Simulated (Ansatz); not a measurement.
```yaml
crystal:
  periodic: [false, false, false]
  atoms:
    - {symbol: Na, position_ang: [-1.547467, -1.069401, 0.271454]}
    - {symbol: Na, position_ang: [1.475861, 1.303829, -0.193078]}
    - {symbol: O, position_ang: [0.294387, -0.136091, 0.056429]}
basis:
  gaussian: {orbitals: def2-SVPD}
total_charge: 1
magnetization: {spin_polarized: true, initial_magnetization: 1}
hamiltonian: {xc: {name: B2GP-PLYP}}
scf: {omitted_lower_state_checks: [starts]}
output: {forces: true}
```

```sh
$ ansatz run in.yaml --threads 4 --pin off --events-out ev --progress --plain --max-ram 3916MiB
```

Shortened log:

```
Functional definition: B2GP-PLYP
  name "B2GP-PLYP"
  cite "Karton, Tarnopolsky, Lamère, Schatz & Martin, J. Phys. Chem. A 112, 12868 (2008) doi:10.1021/jp801805p"
  cite "Becke, Phys. Rev. A 38, 3098 (1988) doi:10.1103/PhysRevA.38.3098"
  cite "Lee, Yang & Parr, Phys. Rev. B 37, 785 (1988) doi:10.1103/PhysRevB.37.785"
  parameter a = 0.65
  parameter c = 0.36
  exchange = (1 - a)*b88_x + a*exact_x
  correlation = (1 - c)*lyp_c + c*(mp2_os + mp2_ss)
these checks for a lower state are left out or cut short: starts
539 factors; integrals over basis functions are off by at most 3.7e-4 eV
mean field evaluation 1: about -10846.7429 eV, gradient 5.0e1 eV
mean field evaluation 2: about -10846.8330 eV, gradient 5.0e1 eV
mean field evaluation 4: about -10856.7367 eV, gradient 4.4e0 eV
mean field evaluation 8: about -10856.8681 eV, gradient 1.0e-1 eV
mean field evaluation 16: about -10856.8682 eV, gradient 1.1e-4 eV
mean field -10856.86821217 eV, -398.9825477476 hartree, gradient 1.7e-8 eV, S^2 0.754601; 0 other end points of the search recorded, 0 dependent functions left out
3 core orbitals not correlated: weight in the atoms' cores, before any rotation towards them, 1.000 or more for the frozen orbitals, at most 0.000 for the correlated occupied ones
reference -10856.86833283 eV, -398.9825521818 hartree; 12, 11 occupied and 44, 45 virtual orbitals, 539 factors
second order -5.21358327 eV of doubles, -0.00000000 eV of singles
the calculation of the forces begins
Total energy: -10858.74522281 eV, -399.0515266163 hartree
Atom 0 at    -1.547467    -1.069401     0.271454 Å, force    -0.362332    -0.310847     0.059177 eV/Å
Atom 1 at     1.475861     1.303829    -0.193078 Å, force     1.897086     2.113706    -0.374322 eV/Å
Atom 2 at     0.294387    -0.136091     0.056429 Å, force    -1.534754    -1.802859     0.315145 eV/Å
Dipole moment:    -0.341654     0.268166    -0.018644 e Å
Checks for a lower state left out: starts
```

It took 4.2 s on 4 threads of Arm Neoverse V2 on a shared host.

Correlated methods freeze 3 core orbitals; core or outer-core shells of Na are correlated, in sets that lack core-valence functions.

The dipole of an ion depends on the origin.
